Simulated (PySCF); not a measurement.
Bond stretch in SMILES C1CC1 (C3H6). The C1–H9 bond (C1 also carries C, C, H; H9 carries nothing else) is pulled apart rigidly from the PBE0/def2-TZVP optimised geometry.

- RKS-M06-2X = restricted M06-2X/cc-pVDZ in PySCF
- UCCSD(T) = CCSD(T) on UHF/cc-pVDZ, 3 core orbitals frozen in PySCF

Energies relative to the lowest point of each curve near equilibrium, in kcal/mol:

| R / Å | RKS-M06-2X |
|---|---|
| 0.93 | 14.5 |
| 0.97 | 7.5 |
| 1.01 | 3.0 |
| 1.08 | 0.0 |
| 1.12 | 0.3 |
| 1.15 | 1.3 |
| 1.34 | 16.3 |
| 1.63 | 49.2 |
| 1.77 | 64.7 |
| 2.19 | 103.8 |
| 2.91 | 146.4 |
| 3.23 | 158.3 |

Question: Estimate the UCCSD(T) values at these points.

Answer: 0.93: 15.6; 0.97: 8.2; 1.01: 3.5; 1.08: 0.0; 1.12: 0.1; 1.15: 0.9; 1.34: 15.2; 1.63: 46.3; 1.77: 60.7; 2.19: 93.5; 2.91: 112.3; 3.23: 113.4 (kcal/mol).

At the longest distance RKS-M06-2X leaves fractional charges on the fragments, a sign of delocalisation error or of the restricted form. The restricted form behind RKS-M06-2X keeps the bonding electrons paired and can't separate into open-shell fragments. The unrestricted determinant behind UCCSD(T) is spin-contaminated at 1.77 to 3.78 Å (<S²> up to 1.0, against 0.00 for a pure singlet).
